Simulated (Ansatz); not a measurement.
C₃H₅N (`[C-]#[N+]CC`). Charge 0, multiplicity 1.

```xyz
9

C     2.387    0.965   -0.168
N     1.237    0.817   -0.052
C    -0.156    0.602    0.083
C    -0.514   -0.868   -0.036
H    -0.466    1.000    1.053
H    -0.664    1.189   -0.687
H    -0.016   -1.451    0.740
H    -0.215   -1.261   -1.008
H    -1.593   -0.993    0.074
```

(1) List the harmonic frequencies (cm⁻¹, unscaled) at PBE0-D4/def2-TZVP in Ansatz. (Best estimate.)

(2) Is this a minimum?

(3) Give the ideal-gas thermochemistry at 298.15 K and 1 bar (rigid rotor, harmonic oscillator; point group Cs, symmetry number 1).

(4) And at 400, 500, 600, 800 and 1000 K?

(5) Rotational constants (cm⁻¹)?

## Answers

(1) Ansatz gave: 196, 221, 315, 483, 800, 866, 1051, 1119, 1157, 1312, 1376, 1409, 1482, 1485, 1501, 2258, 3066, 3068, 3105, 3149, 3154.

(2) Yes, all 21 modes are real.

(3) Zero-point energy 194.8 kJ/mol; H(298) − E = 210.0 kJ/mol; entropy 286.5 J/(mol·K), of which translation 158.9, rotation 99.1, vibration 28.5; G(298) − E = 124.6 kJ/mol.

(4) 
```csv
T (K),H − E (kJ/mol),S (J/mol/K),G − E (kJ/mol)
400,218.1,309.7,94.2
500,227.5,330.7,62.1
600,238.3,350.4,28.1
800,263.3,386.1,-45.6
1000,291.8,417.9,-126.1
```

(5) 0.9418, 0.1717, 0.1535.
